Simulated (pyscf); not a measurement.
`[O]=[MoH](=[O])[OH]` + `[ClH]` -> `[O]=[Mo](=[O])([OH])[Cl]` + `[H][H]` (four-centre exchange; singlet surface; H–Mo, Cl–H broken, Cl–Mo, H–H formed). Single points on ωB97X-D3(BJ)/def2-SVP structures (PySCF, gas phase). Energies in kcal/mol from the separated reactants.

| level | barrier | reaction energy |
|---|---|---|
| PBE/def2-TZVP | 6.0 | -28.3 |
| r²SCAN/def2-TZVP | … | … |
| B3LYP-D3(BJ)/def2-TZVP | 10.0 | -28.1 |
| PBE0-D3(BJ)/def2-TZVP | … | -27.4 |
| M06-2X/def2-TZVP | 12.9 | -27.3 |
| ωB97M-D3(BJ)/def2-TZVP | 13.9 | -24.5 |

### Question
Complete the blanks.

### Answer

- r²SCAN/def2-TZVP, barrier: 5.6
- r²SCAN/def2-TZVP, reaction energy: -30.5
- PBE0-D3(BJ)/def2-TZVP, barrier: 8.1

The functionals in the table span 8.3 kcal/mol in this barrier, from r²SCAN to ωB97M-D3(BJ)/def2-TZVP. On the reactant side the descent ends in a complex (not fully relaxed), 5.1 kcal/mol under the separated species and 14.6 kcal/mol under the saddle at ωB97X-D3(BJ)/def2-TZVP. At ωB97X-D3(BJ)/def2-TZVP the barrier from the zero used here is 9.5 kcal/mol. One saddle was located; it need not be the lowest between these sides. Elements past Kr carry the def2 core potentials, without spin-orbit coupling.
